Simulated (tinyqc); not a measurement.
UHF in the sto-3g basis, for LiH, spin multiplicity 3, step by step. This run ends on a higher stationary point, not on the lowest solution. Computed by tinyqc, a small Python program that keeps every step (integrals from PySCF). Settings: charge = 0, multiplicity = 3, basis = sto-3g, energy threshold = 1e-10, iteration cap = 54, orthogonalisation = symmetric, start = core, DIIS depth = 4, DIIS from iteration = 2, method = UHF. Command: `OMP_NUM_THREADS=1 python tinyqc.py 26728 26729 out.jsonl` (the two numbers bound the seeds that draw the settings). One thread of a shared host (Intel(R) Xeon(R) Processor @ 2.60GHz), about 0.09 s of CPU time with the checks.

Geometry (angstrom):
```
atom        x        y        z
Li    0.00000  0.00000  0.00000
H     0.00000  0.00000  1.71200
```

Stop when the energy changes by less than 1e-10 hartree and every element of the error matrix X^T (F D S - S D F) X (for each spin) is below 3e-06.

Course of the cycle:
```
iteration  E (hartree)     change  largest element of the error matrix
1           -7.6865032          -                             1.16e-01
2           -7.7152671  -2.88e-02                             2.82e-02
3           -7.7177117  -2.44e-03                             9.94e-03
4           -7.7180912  -3.79e-04                             1.54e-03
5           -7.7180984  -7.23e-06                             6.84e-05
6           -7.7180984  -2.41e-08                             2.39e-06
7           -7.7180984  -1.89e-11                             3.27e-07
```

Can the last value be used, and what does the course show?

No, though the log alone does not show it. Converged in 7 iterations. But the solution lies 0.05277 hartree above the reference: it is another stationary point, not the lowest one. Reruns (cap 100 unless said): DIIS 8: converged in 7 to a higher stationary point; damping 0.5: converged in 32 to a higher stationary point; level shift 0.5: converged in 24 to a higher stationary point; atomic densities as start, DIIS 8: converged in 8. PySCF UHF in the same basis, after a stability check = -7.7708638 hartree.
